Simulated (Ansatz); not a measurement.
Start from `[AlH2][BH]Cl` and change one atom or group to get `CBCl`.

Ansatz, PBE0-D4/def2-TZVP geometries, multiplicity 1. 

```tsv
property	`[AlH2][BH]Cl`
size of the dipole moment (ωB97M-V/def2-TZVPP) / D	0.63
HOMO–LUMO gap (ωB97M-V/def2-TZVPP) / eV	9.25
size of the dipole moment (PBE/def2-TZVPP) / D	0.47
vertical ionisation energy (CCSD(T)/CBS(def2)) / eV	9.75
HOMO energy (ωB97M-V/def2-TZVPP) / eV	-9.41
LUMO energy (B3LYP/def2-TZVPP) / eV	-2.32
```

Task: Give the same properties after the change, and the shifts. (An estimate is asked.)

Result: Computed: 
| property | `CBCl` | shift |
| --- | --- | --- |
| size of the dipole moment (ωB97M-V/def2-TZVPP) / D | 1.32 | 0.69 |
| HOMO–LUMO gap (ωB97M-V/def2-TZVPP) / eV | 11.57 | 2.32 |
| size of the dipole moment (PBE/def2-TZVPP) / D | 1.27 | 0.80 |
| vertical ionisation energy (CCSD(T)/CBS(def2)) / eV | 11.29 | 1.54 |
| HOMO energy (ωB97M-V/def2-TZVPP) / eV | -10.72 | -1.31 |
| LUMO energy (B3LYP/def2-TZVPP) / eV | -1.40 | 0.92 |

With PBE0 the HOMO falls by 1.13 eV and the LUMO rises by 0.98 eV, so the gap widens by about 2.11 eV. PBE moves the HOMO by -0.95 eV and ωB97M-V by -1.31 eV. The zero-point energy changes by 62.2 kJ/mol with +3 modes. Dipoles are sizes alone; their direction can turn.

B3LYP here is the variant with VWN-RPA as its local correlation; programs differ in this.
